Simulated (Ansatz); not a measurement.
Input file:

```yaml
crystal:
  periodic: [false, false, false]
  atoms:
    - {symbol: Ge, position_ang: [0.000000, 0.000000, 0.315300]}
    - {symbol: Mg, position_ang: [0.000000, 0.000000, -2.179200]}
    - {symbol: H, position_ang: [0.000000, 0.000000, 1.863900]}
basis:
  gaussian: {orbitals: cc-pVDZ}
total_charge: 1
magnetization: {spin_polarized: false, initial_magnetization: 2}
correlation: {active_space: {ras: {orbitals: [2, 2, 27], electrons: 6, max_holes: 2, max_particles: 2}, fixed_orbitals: true}}
```

```sh
$ ansatz run in.yaml --threads 1 --pin off --events-out ev --progress --plain --max-ram 4096MiB --backend cpu
```

(1) Roughly how long does this take on 1 thread of AMD EPYC 7R13, shared host, and how much host memory?

```
535 factors; integrals over basis functions are off by at most 1.2e-3 eV
mean field evaluation 1: about -61910.8682 eV, gradient 1.1e1 eV
mean field evaluation 2: about -61910.8811 eV, gradient 1.1e1 eV
mean field evaluation 4: about -61912.0474 eV, gradient 5.0e0 eV
mean field evaluation 8: about -61912.3535 eV, gradient 1.7e-3 eV
mean field evaluation 16: about -61911.7863 eV, gradient 1.3e-1 eV
mean field evaluation 32: about -61912.3535 eV, gradient 5.3e-2 eV
mean field evaluation 64: about -61911.9494 eV, gradient 4.9e0 eV
mean field -61912.35352534 eV, -2275.2370263559 hartree, gradient 6.0e-6 eV, S^2 2.000000; 10 other end points of the search recorded, 0 dependent functions left out
reference -61912.35352534 eV, -2275.2370263559 hartree; 23, 21 occupied and 27, 29 virtual orbitals, 535 factors
state -61914.71493646 eV, -2275.3238066138 hartree
Total energy: -61914.71493646 eV, -2275.3238066138 hartree
```

Natural occupations: 1.9587 1.9374 0.9926 0.9893 0.0317 0.0292 0.0108 0.0081 0.0077 0.0066 0.0058 0.0048 0.0040 0.0034 0.0029 0.0020 0.0011 0.0009 0.0008 0.0006 0.0003 0.0003 0.0002 0.0002.

For the same geometry and basis full CI lies 141.3 meV lower.

Results:

(1) 3.5 s wall and 0.17 GiB.
